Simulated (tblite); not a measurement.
Question: Write Cartesian coordinates for `C[C](O)CC#N` [radical] as optimised with GFN2-xTB. (Doublet state.)

Answer: 
```
atom  x, y, z in Å
C1    -1.0597    0.9071    0.0965
C2    -0.4325   -0.4394    0.0416
O3    -0.7723   -1.3093   -0.9646
C4     0.9144   -0.6895    0.6453
C5     1.8670    0.0727   -0.1330
N6     2.5207    0.7231   -0.8133
H7    -2.1269    0.8412   -0.1198
H8    -0.6128    1.6023   -0.6267
H9    -0.9317    1.3404    1.0865
H10   -1.4773   -0.9373   -1.5055
H11    0.9520   -0.3605    1.6869
H12    1.1601   -1.7515    0.5802
```

Orientation and origin are arbitrary. Atoms count from 1 in this order. C2 (carbon bonded to 2 C and O) has angles 121.1°, 119.8° and 114.4°, sum 355.2°, 0.18 Å off the plane of its three neighbours. The C–C distances run from 1.447 Å (C4–C5, drawn single) to 1.497 Å (C2–C4, drawn single), a spread of 0.050 Å. Of the pairs four or more bonds apart, H7···H10 is among the closest relative to their van der Waals radii: 2.35 Å, 98 % of the sum of Bondi's values.

Bonds between heavy atoms (Å): C1–C2 1.486, C2–O3 1.373, C2–C4 1.497, C4–C5 1.447, C5≡N6 1.146.

Structure optimised with GFN2-xTB, isolated species. This method treats the open shell by occupation alone, without spin polarisation.

Point group: C1 (no symmetry element, even within 0.4 Å). Its GFN2-xTB frequencies are all real (lowest 63 cm⁻¹). Torsions: C1–C2–O3–H -5°, C1–C2–C4–C5 -66°. 2 starts were optimised and ended at 0.00 and 0.91 kcal/mol (GFN2-xTB); the lowest of these is shown.

One conformer stands for the species.

The numbers are calculated, not measured.
